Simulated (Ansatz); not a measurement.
The parent structure is Cr in the bcc (W type) structure (space group Im-3m, No. 229; a = 2.848 Å; non-magnetic).

Method: PBE (Ansatz, a quantum-chemistry and plane-wave program), no SOC.

One thing is altered: every Cr is replaced by Mo, then cell and atoms are relaxed.

Measured lattice parameter a: Cr 2.877 Å (static lattice; corrected from measurement; as listed in H. Levämäki et al., Physical Review B (2014)); Mo 3.141 Å (static lattice; corrected from measurement; as listed in Daniel Mejia-Rodriguez, S. B. Trickey, Phys. Rev. B (2018)).

How well does PBE reproduce the measured shift?

With PBE the lattice parameter a moves by +0.313 Å (2.848 → 3.161) against +0.264 Å measured.

No phonon test of stability was made. Starting moments died away, wholly or in part, for the base; another magnetic solution may exist. All final runs are without spin polarisation. Real Cr is antiferromagnetic at low temperature and ambient pressure, an order that this cell doesn't hold.
